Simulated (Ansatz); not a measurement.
## Ga–P–GaH, singlet: vertical spin and charge gaps

Geometry (PBE0/def2-TZVP stationary point for this spin, not checked as a minimum):

```xyz
4

Ga    0.0000    0.2661    1.7114
Ga    0.0000    0.2629   -1.6089
P     0.0000   -1.2334   -0.1413
H     0.0000    1.3098   -2.7494
```

Basis cc-pVDZ; Ansatz 0.2.0. Only valence electrons are correlated (noble-gas cores and the filled d shells of p-block atoms frozen). R marks a restricted (for open shells ROHF) determinant, U an unrestricted one. No spin–orbit coupling is included, and no scalar relativity.

Gaps are energies of the second state less the first, at fixed atoms, for a selection of the levels run; each method lands on the state that its own search finds for that charge and spin.

A value is left out where its run failed or describes another state than the reference as far as symmetry and spin tell, or, spin-broken singlets apart, can't be checked.

Triplet less singlet: 1.872 eV at UCCSDT(Q).

| level | gap (eV) | error (meV) |
| --- | --- | --- |
| UHF | 1.457 | -415 |
| UMP2 | 1.960 | 88 |
| UCCSD | 1.885 | 13 |
| UCCSD(T) | 1.895 | 23 |
| BCCD(T) | 1.899 | 27 |
| UCCSDT | 1.874 | 2 |
| PBE | 1.806 | -66 |
| BLYP | 1.892 | 20 |
| r2SCAN | 1.727 | -145 |
| PBE0 | 1.794 | -78 |
| B3LYP | 1.898 | 26 |
| wB97M-V | 2.014 | 142 |
| B2PLYP | 1.948 | 76 |
| RPA-PBE | 1.858 | -14 |

PBE gives 7.631 eV for removing an electron, to the doublet. Estimate what UCCSDT(Q) gives in cc-pVDZ.

UCCSDT(Q) in cc-pVDZ gives 7.409 eV, so against it PBE is off by 0.222 eV, of which a good part can be the reference's own basis and frozen-core error.

```tsv
level	gap (eV)	error (meV)
UHF	6.501	-908
UMP2	7.426	17
UCCSD	7.337	-72
BCCD(T)	7.412	3
UCCSDT	7.400	-9
PBE0	7.584	175
B3LYP	7.634	225
B2PLYP	7.517	108
RPA-PBE	7.531	122
```

In so small a basis the reference is far from its limit while semilocal and hybrid functionals are nearer theirs (RPA and double hybrids share part of the reference's basis error), so the functionals' errors here hold much of the reference's basis and frozen-core error, which can add to them or hide them.

Full CI isn't at hand for all of this; UCCSDT(Q) serves as the reference, and is uncertain by the last step of the cluster series or more. The frozen core follows each run's orbitals, which can shift R against U totals by a few meV for light atoms and by up to 0.1 eV past Ca.
